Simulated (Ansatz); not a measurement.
Geometry optimisation, Ansatz 0.2.0, RKS CAM-B3LYP-D4/def2-TZVP.

input.yaml

```yaml
crystal:
  periodic: [false, false, false]
  atoms:
    - { symbol: "N", position_ang: [-0.0191, -1.1153, -0.1074] }
    - { symbol: Si, position_ang: [0.1445, 0.608, -0.1519] }
    - { symbol: H, position_ang: [-1.0939, -1.2741, -0.0765] }
    - { symbol: H, position_ang: [0.4206, -1.4305, 0.7277] }
    - { symbol: H, position_ang: [-0.5316, 1.1237, -1.3713] }
    - { symbol: H, position_ang: [-0.4866, 1.1383, 1.0795] }
    - { symbol: H, position_ang: [1.6274, 0.8819, -0.1458] }
basis:
  gaussian: { orbitals: def2-TZVP }
hamiltonian:
  xc: cam_b3lyp
  dispersion: d4
relax:
  f_tol: 0.02
  max_steps: 50
```

Command:

```bash
$ ansatz run input.yaml --threads 2 --pin off --max-ram 3072MiB --backend cpu --events-out ev --progress --plain --runs-dir out
```

Question: Where does it end, and by what steps?

Answer: It converged. After 7 steps the energy has fallen by 0.324 eV; H6 moved furthest, 0.30 Å.

```
step  energy less start (eV)  largest force component (eV/Å)  accepted
   0                  0.0000                           2.873       yes
   1                 -0.2341                           0.999       yes
   2                 -0.2868                           0.506       yes
   3                 -0.3195                           0.094       yes
   4                 -0.3228                           0.274       yes
   5                 -0.3236                           0.075       yes
   6                 -0.3236                           0.026       yes
   7                 -0.3237                           0.003       yes
```

```xyz
7
Properties=species:S:1:pos:R:3
N -0.113 -1.057 0.010
Si 0.127 0.637 -0.091
H -1.013 -1.468 -0.175
H 0.429 -1.624 0.639
H -0.526 1.121 -1.327
H -0.424 1.431 1.038
H 1.582 0.893 -0.139
```

Run time: 10 s on 2 threads of Arm Neoverse V1 (shared host), peak memory 0.16 GiB.
